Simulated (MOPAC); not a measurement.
MOPAC input (PM7):

```
PM7 1SCF GEO-OK AUX(PRECISION=9) THREADS=1
C2H6O

C     0.00475777 1    1.17087239 1   -0.20055261 1
O     0.00676578 1    0.00281714 1    0.58815258 1
C    -0.00924088 1   -1.17273907 1   -0.18916610 1
H     0.01767393 1    2.02306383 1    0.47733101 1
H     0.88820494 1    1.21755678 1   -0.85148048 1
H    -0.89276548 1    1.22829401 1   -0.83104462 1
H    -0.00646616 1   -2.01839712 1    0.49696657 1
H    -0.90742261 1   -1.22555867 1   -0.81912250 1
H     0.87354780 1   -1.23629589 1   -0.83955836 1
```

Output:

```
 *******************************************************************************
 **                                                                           **
 **                              MOPAC v23.2.5                                **
 **                                                                           **
 *******************************************************************************
 ** MOPAC's Digital Object Identifier: https://doi.org/10.5281/zenodo.6511958 **
 **                                                                           **
 ** Please cite the open-source release paper for use of this MOPAC version:  **
 ** J. E. Moussa and J. J. P. Stewart (2026)                                  **
 ** MOPAC: An open-source semiempirical molecular orbital program             **
 ** J. Open Source Softw., 11(119), 8025, https://doi.org/10.21105/joss.08025 **
 *******************************************************************************

                              PM7 CALCULATION RESULTS

 *******************************************************************************
 *  PM7        - The PM7 Hamiltonian to be used
 *  GEO-OK     - OVERRIDE INTERATOMIC DISTANCE AND OTHER SAFETY CHECKS
 *  1SCF       - DO 1 SCF AND THEN STOP
 *  AUX        - OUTPUT AUXILIARY INFORMATION
 *******************************************************************************
PM7 1SCF GEO-OK AUX(PRECISION=9) THREADS=1
 C2H6O

   ATOM   CHEMICAL          X               Y               Z
  NUMBER   SYMBOL      (ANGSTROMS)     (ANGSTROMS)     (ANGSTROMS)

     1       C          0.00475777  *   1.17087239  *  -0.20055261  *
     2       O          0.00676578  *   0.00281714  *   0.58815258  *
     3       C         -0.00924088  *  -1.17273907  *  -0.18916610  *
     4       H          0.01767393  *   2.02306383  *   0.47733101  *
     5       H          0.88820494  *   1.21755678  *  -0.85148048  *
     6       H         -0.89276548  *   1.22829401  *  -0.83104462  *
     7       H         -0.00646616  *  -2.01839712  *   0.49696657  *
     8       H         -0.90742261  *  -1.22555867  *  -0.81912250  *
     9       H          0.87354780  *  -1.23629589  *  -0.83955836  *

          CARTESIAN COORDINATES

    NO.       ATOM           X           Y           Z

     1         C          0.0048      1.1709     -0.2006
     2         O          0.0068      0.0028      0.5882
     3         C         -0.0092     -1.1727     -0.1892
     4         H          0.0177      2.0231      0.4773
     5         H          0.8882      1.2176     -0.8515
     6         H         -0.8928      1.2283     -0.8310
     7         H         -0.0065     -2.0184      0.4970
     8         H         -0.9074     -1.2256     -0.8191
     9         H          0.8735     -1.2363     -0.8396

 General Reference for PM7:
 "Optimization of Parameters for Semiempirical Methods VI: More Modifications to the
 NDDO Approximations and Re-optimization of Parameters", J. J. P. Stewart, J. Mol. Mod., 1:32, 19 (2013)
 https://link.springer.com/article/10.1007/s00894-012-1667-x

           Empirical Formula: C2 H6 O  =     9 atoms

      MOLECULAR POINT GROUP   :   C2v

      RHF CALCULATION, NO. OF DOUBLY OCCUPIED LEVELS = 10

 -------------------------------------------------------------------------------
 PM7 1SCF GEO-OK AUX(PRECISION=9) THREADS=1
 C2H6O

     1SCF WAS SPECIFIED, SO BFGS WAS NOT USED
     SCF FIELD WAS ACHIEVED

                              PM7 CALCULATION
                                                       MOPAC v23.2.5 Linux

          FINAL HEAT OF FORMATION =        -44.14903 KCAL/MOL =    -184.71956 KJ/MOL

          COSMO AREA              =         88.30 SQUARE ANGSTROMS
          COSMO VOLUME            =         70.25 CUBIC ANGSTROMS

          IONIZATION POTENTIAL    =          9.915222 EV
          HOMO LUMO ENERGIES (EV) =         -9.915  2.463
          NO. OF FILLED LEVELS    =         10
          MOLECULAR WEIGHT        =         46.0688         POINT GROUP:  C2v

          MOLECULAR DIMENSIONS (Angstroms)

            Atom       Atom       Distance
            H     7    H     4     4.04158
            H     5    H     6     1.78112
            H     5    O     2     1.42356

          SCF CALCULATIONS        =          1

   ATOM   CHEMICAL          X               Y               Z
  NUMBER   SYMBOL      (ANGSTROMS)     (ANGSTROMS)     (ANGSTROMS)

     1       C          0.00475777  *   1.17087239  *  -0.20055261  *
     2       O          0.00676578  *   0.00281714  *   0.58815258  *
     3       C         -0.00924088  *  -1.17273907  *  -0.18916610  *
     4       H          0.01767393  *   2.02306383  *   0.47733101  *
     5       H          0.88820494  *   1.21755678  *  -0.85148048  *
     6       H         -0.89276548  *   1.22829401  *  -0.83104462  *
     7       H         -0.00646616  *  -2.01839712  *   0.49696657  *
     8       H         -0.90742261  *  -1.22555867  *  -0.81912250  *
     9       H          0.87354780  *  -1.23629589  *  -0.83955836  *

                             CARTESIAN COORDINATES

   1    C        0.004757770     1.170872390    -0.200552610
   2    O        0.006765780     0.002817140     0.588152580
   3    C       -0.009240880    -1.172739070    -0.189166100
   4    H        0.017673930     2.023063830     0.477331010
   5    H        0.888204940     1.217556780    -0.851480480
   6    H       -0.892765480     1.228294010    -0.831044620
   7    H       -0.006466160    -2.018397120     0.496966570
   8    H       -0.907422610    -1.225558670    -0.819122500
   9    H        0.873547800    -1.236295890    -0.839558360

           Empirical Formula: C2 H6 O  =     9 atoms

      MOLECULAR POINT GROUP   :   C2v

                  EIGENVALUES
 -29.69058 -24.82455 -23.41952 -16.38693 -15.92589 -15.84918 -13.45674 -12.84865
 -12.06686  -9.91522   2.46348   4.69704   5.50741   5.54669   5.54796   5.76480
   6.23213   6.43876

              NET ATOMIC CHARGES AND DIPOLE CONTRIBUTIONS

  ATOM NO.   TYPE          CHARGE      No. of ELECS.   s-Pop       p-Pop
    1          C          -0.207914        4.2079     1.07608     3.13183
    2          O          -0.345603        6.3456     1.87788     4.46772
    3          C          -0.207914        4.2079     1.07608     3.13183
    4          H           0.143421        0.8566     0.85658
    5          H           0.118647        0.8814     0.88135
    6          H           0.118647        0.8814     0.88135
    7          H           0.143421        0.8566     0.85658
    8          H           0.118647        0.8814     0.88135
    9          H           0.118647        0.8814     0.88135
 DIPOLE           X         Y         Z       TOTAL
 POINT-CHG.    -0.021    -0.009    -1.820     1.820
 HYBRID         0.001     0.000     0.069     0.069
 SUM           -0.020    -0.008    -1.751     1.751

          ATOMIC ORBITAL ELECTRON POPULATIONS

     Atom    s        px        py        pz
    1  C   1.07608   1.13737   0.92577   1.06870
    2  O   1.87788   1.96981   1.18793   1.30998
    3  C   1.07608   1.13733   0.92313   1.07137
    4  H   0.85658
    5  H   0.88135
    6  H   0.88135
    7  H   0.85658
    8  H   0.88135
    9  H   0.88135

 **********************
 *                    *
 * JOB ENDED NORMALLY *
 *                    *
 **********************

 == MOPAC DONE ==
```
